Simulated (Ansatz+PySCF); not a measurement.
The numbers below are computed, except where a source is named.
# Several solutions for singlet C2

```yaml
atoms:
  - { symbol: C, position_ang: [0.0000, 0.0000, -1.2561] }
  - { symbol: C, position_ang: [0.0000, 0.0000, 1.2561] }
```

Basis set: cc-pVDZ (spherical functions). Charge 0, multiplicity 1.

ωB97X (unrestricted) was run from several starts with Ansatz (development build ahead of 0.2.0) and PySCF 2.14.0.

```csv
run,program,start,converged,energy (hartree),<S²>
A,Ansatz,search for the lowest state,yes,-75.69401,1.85
B,Ansatz,stability test followed,yes,-75.69401,1.85
C,PySCF,"guess minao, instabilities followed",yes,-75.69401,1.86
D,Ansatz,"atomic start, no search",yes,-75.59775,0.00
E,PySCF,program defaults,yes,-75.59775,0.00
```

(1) Which runs reached the lowest solution of this kind, and what is wrong with the others?

## Answers

(1) A, B, C reached the lowest solution found. Converged but too high: D by 2.62 eV, E by 2.62 eV. Convergence only shows a stationary point, and even a stable one can lie too high; stability tests and further starts are what find lower ones. Caution: the unrestricted determinant is a mixture of spin states. Caution: the determinant breaks the point group.
